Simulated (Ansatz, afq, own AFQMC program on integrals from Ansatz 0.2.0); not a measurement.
# Ag, doublet → Ag⁺, singlet

A free Ag atom.

E(singlet, charge +1) − E(doublet, charge +0) at this geometry, on UHF and RHF determinants.

Basis def2-TZVPP with its core potentials. Only valence electrons are correlated. Integrals, coupled cluster, full CI and functionals: Ansatz 0.2.0; the random walks run on the same integrals in our own AFQMC program. The CISD trial takes its coefficients from CCSD amplitudes. Released means that phaseless walkers are propagated on without the constraint, phases kept. ± is one standard error of the sampling. No spin–orbit coupling. The metal's outer-core s and p shells are frozen, which shifts wave-function levels against functionals. The errors of all members are added in quadrature.

No full CI on the walks' own integrals is used here; CCSDT(Q) serves as the reference and is uncertain by about the last step of the cluster series. Each member takes its own surest rung, up to full CI.

Errors are counted within def2-TZVPP, not against nature.

Cautions: no spin-orbit coupling; outer-core shells of the metal frozen.

| level | vertical ionization energy (kcal/mol) |
| --- | --- |
| MP2 | 168.6 |
| HF | 146.6 |

Problem. From these cheaper values, estimate the vertical ionization energy at the reference level in def2-TZVPP.

Solution. 167.2 kcal/mol (CCSDT(Q) in def2-TZVPP).

```tsv
level	vertical ionization energy (kcal/mol)	error against CCSDT(Q) (kcal/mol)
CCSD	165.7	-1.5
CCSD(T)	167.3	0.1
CCSDT	167.2	0.0
ph-AFQMC/CISD	167.2 ± 0.1	0.0 ± 0.1
released AFQMC	167.1 ± 0.2	-0.1 ± 0.2
```

Correlation beyond CCSD(T) takes off 0.1 kcal/mol. The perturbative (T) step is worth +1.6 kcal/mol.

A walk keeps the symmetry of its determinant, which the program's search chose and which needn't be the lowest solution, so a lower state of the same spin and another symmetry isn't excluded. Released energies are given only where the last usable release times agree within the noise; a slower fall can still hide under it.
